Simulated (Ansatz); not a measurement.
## Worked example: the enthalpy of CH6N2 → N2H3 + CH3

Species: CH6N2 (methylhydrazine) `CNN`, singlet; N2H3 (hydrazinyl radical) `[NH]N`, doublet; CH3 (methyl radical) `[CH3]`, doublet. 

Shapes, held fixed at every level: PBE0-D4/def2-TZVP. Flexible molecules stand in one conformer, not always the lowest. Programs: Ansatz 0.2.0. The zero-point and thermal terms to 298 K, harmonic and unscaled (PBE0-D4/def2-TZVP), stand in the table.

At BHLYP-D4/def2-TZVPP; 1 Eh = 2625.50 kJ/mol:

| species | energy (Eh) | H(298 K) − E (kJ/mol) | tabulated ΔfH (kJ/mol) |
| --- | --- | --- | --- |
| CH6N2 | -151.146451 | 228.3 | +94.7 |
| N2H3 | -111.214457 | 115.3 | +224.9 |
| CH3 | -39.830433 | 88.7 | +146.5 |

**Question.** Work out the reaction enthalpy at 298 K from the calculation and from the table of heats.

**Answer.** 
1. Electronic: (-111.214457) + (-39.830433) − [(-151.146451)] = 0.101561 Eh = +266.6 kJ/mol.
2. Zero-point and thermal: (115.3) + (88.7) − [(228.3)] = -24.3 kJ/mol.
3. Computed ΔH = +242.3 kJ/mol.
4. From the heats of formation (Active Thermochemical Tables, CRC Handbook of Chemistry and Physics): (224.9) + (146.5) − [(94.7)] = +276.7 kJ/mol.
5. Computed less tabulated: -34.4 kJ/mol. Tabulated heats carry uncertainties of their own.

Open shells run unrestricted unless RO is named.
